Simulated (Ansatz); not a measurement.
Reaction (SMILES): CO (CH3-OH) → C atom + 4 H atom + O atom
B3LYP-D3(BJ)/def2-TZVP geometries, fixed; electronic energies without zero-point terms.

Basis-set convergence of the atomisation energy at MP2 with Ansatz (a first-principles code). All functions are spherical. Cores are frozen. Open shells are unrestricted. No added dispersion term, no relativity. Functions are those of the species that has most. Reference: Hartree-Fock in aug-cc-pVQZ plus the correlation part extrapolated as X^-3 from aug-cc-pVTZ and aug-cc-pVQZ, 519.10 kcal/mol, itself unsure by roughly 1.55 kcal/mol (a third of the extrapolation step and of the last Hartree-Fock step).

```tsv
basis	functions	atomisation energy (kcal/mol)
STO-3G	14	?
pcseg-0	26	?
def2-SV(P)	36	457.65
def2-SVP	48	?
6-311G**	60	485.56
6-311+G**	68	488.21
def2-SVPD	75	?
6-311++G(2d,2p)	94	496.32
jun-cc-pV(T+d)Z	134	507.03
6-311++G(3df,3pd)	150	510.37
pcseg-3	252	515.64
def2-QZVPPD	261	514.18
aug-cc-pVQZ	344	514.97
```

Q: Fill in the missing entries.

A: 
- STO-3G, atomisation energy (kcal/mol): 474.04
- pcseg-0, atomisation energy (kcal/mol): 417.97
- def2-SVP, atomisation energy (kcal/mol): 487.78
- def2-SVPD, atomisation energy (kcal/mol): 497.29
